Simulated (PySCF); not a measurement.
## HAl–PH, singlet: stretch scan

Starting geometry (PBE0/def2-TZVP stationary point for this spin, not checked as a minimum):

```xyz
4

Al    0.0000    0.0033    1.1038
P     0.0000    0.0453   -1.0264
H     0.0000   -0.1169    2.6818
H     0.0000   -1.3656   -0.6878
```

From there P2, H4 move together along the line of the two atoms named below, all else staying in place; atoms are numbered as listed. Energies are in eV, counted from the starting geometry at the same level. Kohn–Sham curves keep the symmetry of the cluster determinant, unrestricted for open shells and where UHF breaks spin symmetry.

Basis 6-31G; PySCF 2.14.0. Correlated methods freeze the noble-gas cores. Prefix R: restricted or restricted open-shell reference.

Unrestricted Kohn–Sham rows aren't spin-pure: their determinants' ⟨S²⟩ exceeds S(S+1) by up to 1.00, so they mix in states of higher spin.

Full CI isn't at hand for all of this; RCCSDT(Q) serves as the reference, and is uncertain by the last step of the cluster series or more.

```csv
distance Al1-P2 (Å),RCCSDT(Q),curve A,curve B,curve C,curve D
1.904,1.183,1.180,1.000,1.055,1.048
2.131,0.000,0.000,0.000,0.000,0.000
2.316,-0.100,-0.097,0.029,-0.018,0.002
2.888,1.005,1.025,1.463,1.313,1.136
```

Task: The curves come from PBE, PBE0, RCCSDT, RHF. Compare each with RCCSDT(Q) and say which is which.

Result: A: RCCSDT, B: PBE0, C: PBE, D: RHF. Spread of the error against RCCSDT(Q), over the points where both stand: A 0.023, B 0.641, C 0.436, D 0.266 eV. 

In so small a basis the reference is far from its limit while semilocal and hybrid functionals are nearer theirs, so the functionals' errors here hold much of the reference's basis and frozen-core error, which can add to them or hide them. The set has no polarisation functions, which weighs most on the reference.
